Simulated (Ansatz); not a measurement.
# AlClH4O: the cost of one run

Method: RHF/cc-pVDZ, in Ansatz 0.2.0.

1 further run of the same task is left out (it didn't finish).

## 1. The system as given

Bond lengths: Al1–Cl2 2.580 Å, Al1–H3 1.560 Å, Al1–H4 1.560 Å, Al1–O5 2.080 Å, O5–H6 1.010 Å. Angles: Cl2–Al1–H3 120.0°, Cl2–Al1–H4 120.0°, Cl2–Al1–O5 71.6°, H3–Al1–H4 120.0°, H3–Al1–O5 97.0°, H4–Al1–O5 101.2°, Al1–O5–H6 109.5°.

As a file:

```xyz
7

Al    0.0000    0.0000    0.0000
Cl    0.0000    0.0000    2.5800
H     1.3510    0.0000   -0.7800
H    -1.3510    0.0000   -0.7800
O     0.0869   -1.9720    0.6559
H    -0.4595   -2.5566    0.0397
H     0.0622   -1.4098    1.8287
```

## 2. A restrained relaxation towards end A

Springs on the bonds that form and break draw the guess towards this end; the thresholds are loose.

Contents of input.yaml:

```yaml
crystal:
  periodic: [false, false, false]
  atoms:
    - { symbol: Al, position_ang: [0.0, 0.0, 0.0] }
    - { symbol: Cl, position_ang: [0.0, 0.0, 2.58] }
    - { symbol: H, position_ang: [1.351, 0.0, -0.78] }
    - { symbol: H, position_ang: [-1.351, 0.0, -0.78] }
    - { symbol: O, position_ang: [0.0869, -1.972, 0.6559] }
    - { symbol: H, position_ang: [-0.4595, -2.5566, 0.0397] }
    - { symbol: H, position_ang: [0.0622, -1.4098, 1.8287] }
basis:
  gaussian: { orbitals: cc-pVDZ }
hamiltonian:
  xc: hf
relax:
  f_tol: 0.15
  max_steps: 25
  restrain:
    - { distance: [0, 4], at: 2.98, k: 30.0 }
    - { distance: [6, 1], at: 2.57, k: 30.0 }
    - { distance: [0, 1], at: 2.23, k: 30.0 }
    - { distance: [6, 4], at: 1.01, k: 30.0 }
```

Command:

```console
> ansatz run input.yaml --threads 1 --pin off --max-ram 2048MiB --backend cpu --events-out ev --progress --plain --runs-dir out
```

What time and memory should one allow on 1 thread of Arm Neoverse V1, shared host?

About 14 s, with a peak of 0.12 GiB.
